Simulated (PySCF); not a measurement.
Species: C4H5FS (charge +1 and doublet state).
Z-matrix (Å and degrees, GFN2-xTB geometry), rows numbered from 1:
```
F 
C   1  1.3043
C   2  1.3560  1  125.62
C   3  1.4664  2  114.50  1   179.99
C   4  1.5266  3  109.18  2     0.01
S   2  1.7339  1  118.72  3  -180.00
H   3  1.0794  2  122.94  1    -0.04
H   4  1.0981  3  110.04  2  -122.84
H   4  1.0981  3  110.05  2   122.74
H   5  1.0930  4  112.66  3   119.52
H   5  1.0930  4  112.68  3  -119.70
```

As a line formula: `FC1=CCC[S+]1` [radical] (charge +1).

Level of theory: UKS B3LYP, pcH-1 on C F H S, non-relativistic, mean-field spin-orbit, GIAO in PySCF 2.14.0. Geometry: GFN2-xTB; no solvent, vibrations or thermal averaging. Couplings are sensitive to structure, and on GFN2-xTB geometries they can be far from those on DFT ones, by a factor of two or more for some ions and for spin on atoms past the first row. The SCF solution wasn't tested for stability.

Problem. What is the g tensor, term by term?

Solution. 
```
                    Δg (ppt)      1      2      3
relativistic mass correction  -0.20  -0.20  -0.20
            gauge correction   0.00   0.03   0.04
   orbital Zeeman/spin–orbit   0.03   7.47  13.30
                       total  -0.17   7.30  13.13
```

So g = 2.00215, 2.00962, 2.01545 and g_iso = 2.00907; the tensor is rhombic: the two nearest values differ by 44 % of g3 − g1. Axes: g2 points within 15° of the C2–C3 bond and g3 points within 11° of the C3–C4 bond.

Problem. At 9.666 GHz, how far is the centre of the isotropic spectrum from where a free electron (g = 2.002319) resonates?

Solution. B = hν/(g μB) with μB/h = 13.99624 MHz/mT gives 344.91 mT for the free electron and 343.75 mT at g_iso, 1.16 mT lower.

Problem. What effective moment and Curie constant follow for a powder?

Solution. With the mean of g² = 4.0364 and S(S+1) = 0.75: μ_eff = √(⟨g²⟩S(S+1)) = 1.740 μB and χT = 0.12505·⟨g²⟩·S(S+1) = 0.379 cm³ K/mol (cgs; spin-Hamiltonian part alone).

Problem. In a frozen sample, at which fields do the three g values resonate at 9.5, 34, 94 and 263 GHz (hyperfine left aside), and which band first spreads them over more than twice a line width of 0.5 mT?

Solution. 
```
band    GHz  B(g3) mT  B(g2) mT  B(g1) mT  spread mT
   X    9.5    336.77    337.75    339.01       2.24
   Q   34.0   1205.30   1208.80   1213.31       8.01
   W   94.0   3332.30   3341.97   3354.44      22.14
   J  263.0   9323.35   9350.41   9385.28      61.94
```

The spread grows in proportion to the frequency. X band is the first where it exceeds 1.0 mT.

The largest Mulliken spin populations are on S6 (+0.48) and C3 (+0.46).

The HOMO–LUMO gaps are 6.31 eV among the α and 3.88 eV among the β orbitals.
